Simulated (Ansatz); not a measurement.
Two shapes of singlet CH4S.

Shape 1:

```xyz
6

C    -0.0258   -0.0088   -1.1099
S     0.0283   -0.0187    0.6579
H    -0.0118   -1.1245   -1.4832
H    -0.9293    0.4768   -1.5148
H     0.8967    0.4321   -1.5932
H    -0.0475    1.2636    0.8444
```

Shape 2:

```xyz
6

C     0.0000   -0.0295   -1.2404
S     0.0000   -0.0644    0.7165
H     0.0000   -1.1629   -1.5920
H    -0.9719    0.4953   -1.6749
H     0.9719    0.4953   -1.6749
H     0.0000    1.3794    0.9200
```

Basis set: cc-pVTZ (spherical functions). Frozen core: 6 orbitals. Charge 0, multiplicity 1.

Computed with Ansatz (development build ahead of 0.2.0); each method stands on the lowest determinant of its kind that the runs found.

Task: Which shape is lower in energy, and by how much in each method?

Result:

```
 method  E(2) − E(1) (eV)
    RHF             0.686
RHF-MP2             0.597
```

Shape 1 is lower. Caution: no unrestricted run beside it, a lower state can exist.
